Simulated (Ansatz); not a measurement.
# Relaxing zirconium (hcp)

Method: DFT, LDA (PW92), plane waves (420 eV) with PAW, scalar-relativistic (Ansatz). (PAW data from PBE, frozen cores regenerated.)

k-point mesh 11×11×6, Fermi-Dirac smearing 0.1 eV, no spin polarisation. Cell and atoms relax.

Starting structure:

```yaml
crystal:
  lattice:
    - [3.2319982225, 0.0, 0.0]
    - [-1.6159991112, 2.7989925656, 0.0]
    - [0.0, 0.0, 5.147]
  atoms:
    - { symbol: Zr, position: [0.3333333333, 0.6666666667, 0.25] }
    - { symbol: Zr, position: [0.6666666667, 0.3333333333, 0.75] }
hamiltonian:
  xc: lda
  pseudopotentials:
    kind: paw
    azcp:
      Zr: "pseudopotentials/Zr.paw.azcp"
basis:
  ecutwfc: 420
  fft_grid_basis: typed
kpoints:
  mp_grid: { grid: [11, 11, 6], shift: [0, 0, 0] }
magnetization:
  spin_polarized: false
scf:
  occupations: { method: fermi_dirac, width: 0.1 }
relax:
  max_steps: 60
  f_tol: 0.01
  cell: {}
```

Q: What cell does the relaxation end in?

A: P6_3/mmc with a = 3.144 Å, c = 5.089 Å (c/a = 1.619); 21.78 Å³ per atom against 23.28 at the start (-6.4 %).

Q: How much energy does the relaxation gain?

A: 30.0 meV per atom.
